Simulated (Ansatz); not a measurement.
**C₄H₈N₂: up Jacob's ladder to CCSD(T)**

An exercise on one series of results from a longer session: the logs are not shown, and one member is left open.

Computed with Ansatz 0.2.0, Gaussian basis. Level: functionals in def2-TZVPP, the program's frozen cores in correlated methods.

The runs, in order: LDA (SPW92), PBE-D4, revPBE-D4, BLYP-D4, r2SCAN-D4, B97M-V, PBE0-D4, B3LYP-D4, r2SCANh-D4, r2SCAN0-D4, HSE06-D4, BHLYP-D4, CAM-B3LYP-D4, LC-ωPBE, ωB97X-V, ωB97M-V, B2PLYP, PBE-QIDH; CCSD(T)/def2-SVP; CCSD(T)/def2-TZVPP; MP2/def2-QZVPP; extrapolation to the limit; RPA on PBE.

**The relaxed structure**

All runs share one geometry, relaxed beforehand with PBE0-D4 in a triple-zeta def2 set.

SMILES `C=C(N)C(=C)N`, 14 atoms, charge 0, spin multiplicity 1.

Atoms are counted from 1 here; the program's logs count them from 0.

Bond lengths: C1–C2 1.334 Å, C1–H7 1.084 Å, C1–H8 1.080 Å, C2–N3 1.399 Å, C2–C4 1.483 Å, N3–H9 1.009 Å, N3–H10 1.011 Å, C4–C5 1.339 Å, C4–N6 1.381 Å, C5–H11 1.079 Å, C5–H12 1.084 Å, N6–H13 1.006 Å, N6–H14 1.005 Å. Angles: C2–C1–H7 121.4°, C2–C1–H8 120.3°, H7–C1–H8 118.2°, C1–C2–N3 123.8°, C1–C2–C4 122.2°, N3–C2–C4 113.8°, C2–N3–H9 113.5°, C2–N3–H10 113.6°, H9–N3–H10 111.0°, C2–C4–C5 121.3°, C2–C4–N6 114.1°, C5–C4–N6 124.7°, C4–C5–H11 120.1°, C4–C5–H12 121.5°, H11–C5–H12 118.4°, C4–N6–H13 115.7°, C4–N6–H14 117.3°, H13–N6–H14 115.3°.

The first run:

Contents of in.yaml:

```yaml
crystal:
  periodic: [false, false, false]
  atoms:
    - {symbol: C, position_ang: [0.707089, 0.452482, 1.652063]}
    - {symbol: C, position_ang: [0.389594, -0.240061, 0.556665]}
    - {symbol: N, position_ang: [0.761170, -1.571309, 0.342134]}
    - {symbol: C, position_ang: [-0.491535, 0.312359, -0.500824]}
    - {symbol: C, position_ang: [-0.314975, 1.552090, -0.974565]}
    - {symbol: N, position_ang: [-1.489139, -0.550283, -0.910448]}
    - {symbol: H, position_ang: [1.382059, 0.049429, 2.398964]}
    - {symbol: H, position_ang: [0.266377, 1.421996, 1.831378]}
    - {symbol: H, position_ang: [1.399669, -1.927695, 1.037216]}
    - {symbol: H, position_ang: [1.104726, -1.750902, -0.591446]}
    - {symbol: H, position_ang: [0.497426, 2.160567, -0.607360]}
    - {symbol: H, position_ang: [-0.972949, 1.970200, -1.727426]}
    - {symbol: H, position_ang: [-1.360371, -1.515929, -0.660284]}
    - {symbol: H, position_ang: [-1.892041, -0.391943, -1.817266]}
basis:
  gaussian: {orbitals: def2-TZVPP}
hamiltonian: {xc: lda}
output: {orbitals: {seedname: orbitals}}
```

Among the steps run: LDA; PBE-D4 (GGA); revPBE-D4 (GGA); BLYP-D4 (GGA); r2SCAN-D4 (meta-GGA); B97M-V (meta-GGA); PBE0-D4 (hybrid); B3LYP-D4 (hybrid); r2SCANh-D4 (hybrid); r2SCAN0-D4 (hybrid); HSE06-D4 (hybrid); BHLYP-D4 (hybrid); CAM-B3LYP-D4 (range-separated); LC-ωPBE (range-separated); ωB97X-V (range-separated); ωB97M-V (range-separated); B2PLYP (double hybrid); PBE-QIDH (double hybrid).

One of the session's tables, all rows but one given; the rest of the session is left out.

It belongs to the step «Frontier levels by functional». 

| functional | HOMO (eV) | gap (eV) |
| --- | --- | --- |
| LDA (SPW92) | -4.87 | 3.76 |
| PBE-D4 | ? | ? |
| revPBE-D4 | -4.61 | 3.82 |
| BLYP-D4 | -4.54 | 3.78 |
| r2SCAN-D4 | -4.88 | 4.17 |
| B97M-V | -4.91 | 4.26 |
| PBE0-D4 | -5.80 | 5.82 |
| B3LYP-D4 | -5.60 | 5.40 |
| r2SCANh-D4 | -5.30 | 4.92 |
| r2SCAN0-D4 | -5.93 | 6.06 |
| HSE06-D4 | -5.40 | 5.05 |
| BHLYP-D4 | -6.78 | 7.82 |
| CAM-B3LYP-D4 | -7.11 | 8.21 |
| LC-ωPBE | -8.44 | 10.67 |
| ωB97X-V | -8.08 | 10.25 |
| ωB97M-V | -8.00 | 10.05 |

**Question.** Estimate the row for PBE-D4.

As computed: HOMO (eV): -4.69; gap (eV): 3.80. In the column «HOMO (eV)» it lies between LDA (SPW92) (-4.87) and revPBE-D4 (-4.61).
